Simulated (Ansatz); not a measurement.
# A computed series for MgO: pressure series

Base system: MgO in the rock salt structure (space group Fm-3m, No. 225; a = 4.2537 Å).

Cell and atoms are relaxed at each pressure.

All numbers come from Kohn–Sham DFT with the PBE functional, run in Ansatz (a first-principles code) with PAW and 420 eV plane waves, scalar-relativistic without spin-orbit coupling.

```json
[
 {"P (GPa)": "-2.00", "V (Å³/atom)": "9.755"},
 {"P (GPa)": "-1.00", "V (Å³/atom)": "9.687"},
 {"P (GPa)": "3.00", "V (Å³/atom)": "9.437"},
 {"P (GPa)": "6.99", "V (Å³/atom)": "9.217"},
 {"P (GPa)": "14.99", "V (Å³/atom)": "8.841"},
 {"P (GPa)": "30.00", "V (Å³/atom)": "8.295"},
 {"P (GPa)": "50.00", "V (Å³/atom)": "7.758"},
 {"P (GPa)": "75.00", "V (Å³/atom)": "7.259"},
 {"P (GPa)": "100.00", "V (Å³/atom)": "6.875"}
]
```

### Question
Fit a third-order Birch–Murnaghan equation of state.

### Answer
Least squares on P(V) = (3B₀/2)[(V₀/V)^(7/3) − (V₀/V)^(5/3)]·[1 + (3/4)(B₀′ − 4)((V₀/V)^(2/3) − 1)] gives V₀ = 9.62 Å³/atom, B₀ = 149 GPa and B₀′ = 4.1.

Measured bulk modulus of MgO: 169.8 GPa (static lattice; corrected from measurement; as listed in Daniel Mejia-Rodriguez, S. B. Trickey, Phys. Rev. B (2018)); the computed value is 12 % below it.

Between the base and pressure 15 GPa the gap moves from 4.46 eV to 5.30 eV, a mean slope of 56 meV/GPa.

Load acts through the strain it causes; cell and atoms are relaxed under it. No phonon test of stability was made. No other phases were tried under pressure.
